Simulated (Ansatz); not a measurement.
The input, for Ansatz 0.2.0:

```yaml
crystal:
  periodic: [false, false, false]
  atoms:
    - {symbol: Al, position_ang: [0.000000, 0.000000, 0.000000]}
    - {symbol: P, position_ang: [0.000000, 0.000000, 2.824000]}
basis:
  gaussian: {orbitals: def2-SVPD}
magnetization: {spin_polarized: true, initial_magnetization: 0}
correlation: {method: mp2, electrons: valence}
scf: {lower_state_search: off}
```

```sh
$ ansatz run in.yaml --threads 1 --pin off --events-out ev --progress --plain --max-ram 2393MiB
```

Output:

```
these checks for a lower state are left out or cut short: stability, starts, cluster_reference, orbital_swaps, neighbouring_geometries, increment
427 factors; integrals over basis functions are off by at most 5.3e-4 eV
mean field evaluation 1: about -15842.5005 eV, gradient 1.3e1 eV
mean field evaluation 2: about -15842.5101 eV, gradient 1.3e1 eV
mean field evaluation 4: about -15845.0120 eV, gradient 1.3e0 eV
mean field evaluation 8: about -15845.0691 eV, gradient 2.5e-1 eV
mean field -15845.07124633 eV, -582.2956281275 hartree, gradient 2.1e-6 eV, S^2 0.000000; 0 other end points of the search recorded, 0 dependent functions left out
10 core orbitals not correlated: weight in the atoms' cores, before any rotation towards them, 1.000 or more for the frozen orbitals, at most 0.000 for the correlated occupied ones
reference -15845.07124633 eV, -582.2956281275 hartree; 4, 4 occupied and 34, 34 virtual orbitals, 427 factors
second order -4.23289418 eV of doubles, -0.00000000 eV of singles
Total energy: -15849.30414051 eV, -582.4511841196 hartree
Checks for a lower state left out: stability, starts, cluster_reference, orbital_swaps, neighbouring_geometries, increment
```

Ran on 1 thread of Arm Neoverse V1, shared host: 0.24 s wall, 0.15 GiB peak host memory.
